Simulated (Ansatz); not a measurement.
## Ansatz (development build ahead of 0.2.0) run

```yaml
crystal:
  periodic: [false, false, false]
  atoms:
    - { symbol: O, position_ang: [1.96928, 0.00929, -0.02061] }
    - { symbol: H, position_ang: [1.41085, 0.67737, 0.39182] }
    - { symbol: H, position_ang: [2.67945, 0.47514, -0.43433] }
    - { symbol: O, position_ang: [-0.02983, 1.97672, -0.00248] }
    - { symbol: H, position_ang: [-0.69345, 1.41914, -0.41667] }
    - { symbol: H, position_ang: [-0.47231, 2.66994, 0.4477] }
    - { symbol: O, position_ang: [-1.94101, 0.01802, 0.03381] }
    - { symbol: H, position_ang: [-1.42708, -0.7039, 0.44659] }
    - { symbol: H, position_ang: [-2.68597, -0.4571, -0.46591] }
    - { symbol: O, position_ang: [0.00814, -1.95077, -0.00215] }
    - { symbol: H, position_ang: [0.70781, -1.45571, -0.40701] }
    - { symbol: H, position_ang: [0.47411, -2.67813, 0.42925] }
basis:
  gaussian: { orbitals: cc-pVDZ }
hamiltonian:
  xc: hf
correlation:
  method: mp2
  frozen_orbitals: { H: 0, O: 1 }
```

The input is written out in the form of the current development build from the run's settings.

Output:

```json
{
  "Converged": "yes",
  "Reference energy": "-304.13948 hartree",
  "Correlation energy": "-0.81873 hartree",
  "Total energy": "-304.95821 hartree",
  "Spin squared of the determinant": "0.000"
}
```
